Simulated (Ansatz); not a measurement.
# [SiPH4]− (SMILES [SiH2-]P): r2SCAN/STO-3G

Aim: the vertical singlet–triplet gap of [SiPH4]− at r2SCAN/STO-3G, from 2 runs. 

Program for the calculation: Ansatz 0.2.0.

### 1 The molecule

The species is [SiPH4]− (6 atoms), meant as a singlet with charge -1. As SMILES, `[SiH2-]P`. Geometry: relaxed at GFN2-xTB. This is one conformer, not always the lowest.

Bond lengths: Si1–P2 2.225 Å, Si1–H3 1.503 Å, Si1–H4 1.503 Å, P2–H5 1.375 Å, P2–H6 1.375 Å. Angles: Si1–P2–H5 94.0°, Si1–P2–H6 94.1°, P2–Si1–H3 96.4°, P2–Si1–H4 96.5°, H5–P2–H6 91.3°, H3–Si1–H4 96.7°.

### 2 The energy at r2SCAN/STO-3G

The input, input.yaml:

```yaml
crystal:
  periodic: [false, false, false]
  atoms:
    - {symbol: Si, position_ang: [0.357650, -1.019850, -0.132620]}
    - {symbol: P, position_ang: [-0.355230, 1.071380, 0.132600]}
    - {symbol: H, position_ang: [-0.387090, -1.600590, 1.036860]}
    - {symbol: H, position_ang: [-0.642080, -1.408110, -1.185860]}
    - {symbol: H, position_ang: [0.407400, 1.565440, -0.899820]}
    - {symbol: H, position_ang: [0.619350, 1.391730, 1.048840]}
basis:
  gaussian: {orbitals: STO-3G}
total_charge: -1
hamiltonian: {xc: {name: r2SCAN}}
accuracy: high
```

The run is started by

```bash
ansatz run input.yaml --threads 1 --pin off --max-ram 2610MiB --events-out events.jsonl --progress --plain --runs-dir runs
```

The program printed:

```text
Warning: RAYON_NUM_THREADS=1 ignored (pool sized by the plan → 1); use --threads N
Functional definition: r2SCAN
  name "r2SCAN"
  parameter k0 = 0.174
  parameter k1 = 0.065
  parameter a1 = 4.9479
  exchange = r2scan_x(k0 = k0, k1 = k1, a1 = a1)
  correlation = r2scan_c
393 factors; integrals over basis functions are off by at most 2.7e-9 eV
mean field evaluation 1: about -17027.6034 eV, gradient 1.6e1 eV
mean field evaluation 2: about -17027.9054 eV, gradient 1.3e1 eV
mean field evaluation 4: about -17028.7082 eV, gradient 4.2e-1 eV
mean field evaluation 8: about -17028.6708 eV, gradient 5.9e-3 eV
mean field evaluation 16: about -17028.6708 eV, gradient 1.1e-8 eV
mean field -17028.67077304 eV, -625.7921084615 hartree, gradient 1.4e-8 eV, S^2 0.000000; 0 other end points of the search recorded, 0 dependent functions left out
reference -17028.67077347 eV, -625.7921084773 hartree; 17, 17 occupied and 5, 5 virtual orbitals, 393 factors
Total energy: -17028.67077347 eV, -625.7921084773 hartree
```

Wall time 1.7 s (1 thread of AMD EPYC 9R14 (Zen 4), shared host); peak memory 0.16 GiB.

### 3 The triplet, same level

The input, job.yaml:

```yaml
basis:
  gaussian:
    orbitals: STO-3G
crystal:
  periodic: [false, false, false]
  atoms:
    - {symbol: Si, position_ang: [0.357650, -1.019850, -0.132620]}
    - {symbol: P, position_ang: [-0.355230, 1.071380, 0.132600]}
    - {symbol: H, position_ang: [-0.387090, -1.600590, 1.036860]}
    - {symbol: H, position_ang: [-0.642080, -1.408110, -1.185860]}
    - {symbol: H, position_ang: [0.407400, 1.565440, -0.899820]}
    - {symbol: H, position_ang: [0.619350, 1.391730, 1.048840]}
total_charge: -1
magnetization:
  spin_polarized: true
  initial_magnetization: 2
hamiltonian:
  xc: r2scan
accuracy: high
```

The run is started by

```bash
ansatz run job.yaml --threads 1 --pin off --max-ram 2610MiB --events-out events.jsonl --progress --plain --runs-dir runs
```

The program printed (excerpt; [...] marks lines left out):

```text
Warning: RAYON_NUM_THREADS=1 ignored (pool sized by the plan → 1); use --threads N
[... 7 set-up lines as earlier in the session ...]
393 factors; integrals over basis functions are off by at most 2.7e-9 eV
mean field evaluation 1: about -17019.8013 eV, gradient 1.3e1 eV
mean field evaluation 2: about -17020.0647 eV, gradient 1.5e1 eV
mean field evaluation 4: about -17022.1081 eV, gradient 1.3e0 eV
mean field evaluation 8: about -17022.0987 eV, gradient 3.3e-2 eV
mean field evaluation 16: about -17022.0987 eV, gradient 1.2e-5 eV
mean field evaluation 32: about -17021.5412 eV, gradient 1.4e0 eV
mean field -17022.09874389 eV, -625.5505908450 hartree, gradient 9.0e-8 eV, S^2 2.003286; 3 other end points of the search recorded, 0 dependent functions left out
reference -17022.09874482 eV, -625.5505908794 hartree; 18, 16 occupied and 4, 6 virtual orbitals, 393 factors
Total energy: -17022.09874482 eV, -625.5505908794 hartree
```

Run time: 4.2 s. Hardware: 1 thread of AMD EPYC 9R14 (Zen 4), shared host; peak memory 0.27 GiB.

### 4 Summary of results

At r2SCAN/STO-3G:

| quantity | value |
| --- | --- |
| singlet: total energy | -625.79211 Eh |
| triplet: total energy | -625.55059 Eh |
| triplet: ⟨S²⟩ | 2.003 |
| vertical energy of the triplet above the singlet | 6.572 eV |

At this shape the triplet lies 6.57 eV (152 kcal/mol) above the singlet. For an anion a state so high probably lies above electron detachment. In a minimal basis such a difference can be off by several eV, whatever the method.
